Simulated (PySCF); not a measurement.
# C2H5N: g tensor and hyperfine couplings

C2H5N (triplet state).
Structure used (GFN2-xTB), in Å, numbered top down from 1:
```
atom  x, y, z in Å
C1    -0.7918    0.0002   -0.0421
C2     0.7564   -0.0221    0.0258
N3     1.3099    1.1383    0.4337
H4    -1.1958    0.2228    0.9414
H5    -1.1159    0.7704   -0.7365
H6    -1.1536   -0.9685   -0.3749
H7     1.1409   -0.2887   -0.9796
H8     1.0590   -0.8430    0.7076
```

Identity: `CC[N]` [triplet].

Computed with UKS B3LYP, pcH-1 on C H N, non-relativistic, mean-field spin-orbit, GIAO (PySCF). Geometry: GFN2-xTB; no solvent, vibrations or thermal averaging. Couplings are sensitive to structure, and on GFN2-xTB geometries they can be far from those on DFT ones.

| Quantity | Value |
| --- | --- |
| g1, g2, g3 | 2.00204, 2.00352, 2.00356 |
| g_iso | 2.00304 |
| Form of g | close to axial: the two nearest values differ by 2 % of g3 − g1 |
| ⟨S²⟩ | 2.0074 (exact 2.0000) |
| D, E | 1.567, 0.001 cm⁻¹ |
| α and β electrons | 13, 11 |
| HOMO–LUMO gap, α and β orbitals | 8.49, 6.71 eV |
| Total energy | -133.87576 Eh |

Isotropic coupling and dipolar principal values T1 to T3, in G (MHz turned into gauss with g_iso; 10 G = 1 mT):

| atom | isotope | a_iso | T1 | T2 | T3 | Mulliken spin population |
| --- | --- | --- | --- | --- | --- | --- |
| C1 | 13C | 19.0 | -1.9 | -1.8 | 3.7 | 0.09 |
| C2 | 13C | -13.6 | -1.2 | -1.1 | 2.3 | -0.16 |
| N3 | 14N | 7.7 | -15.9 | 7.8 | 8.0 | 1.83 |
| H4 | 1H | -1.4 | -1.8 | -1.0 | 2.7 | 0.00 |
| H5 | 1H | -1.4 | -1.8 | -1.0 | 2.7 | 0.00 |
| H6 | 1H | 2.1 | -1.3 | -0.7 | 2.0 | 0.01 |
| H7 | 1H | 42.3 | -2.3 | -1.6 | 3.9 | 0.11 |
| H8 | 1H | 42.3 | -2.3 | -1.6 | 3.9 | 0.11 |

Largest spin populations (Mulliken): N3 (+1.83), C2 (-0.16), H8 (+0.11) and H7 (+0.11). No atom but N3 exceeds +0.15.

Axes: g1 points within 2° of the C2–N3 bond.

The 13C coupling of C1 (53.2 MHz) shows only in satellite lines or after enrichment, since that isotope makes up about 1.07 % of natural carbon.

Examples of negative spin density at the nucleus (bohr⁻³): C2 (-0.0681).
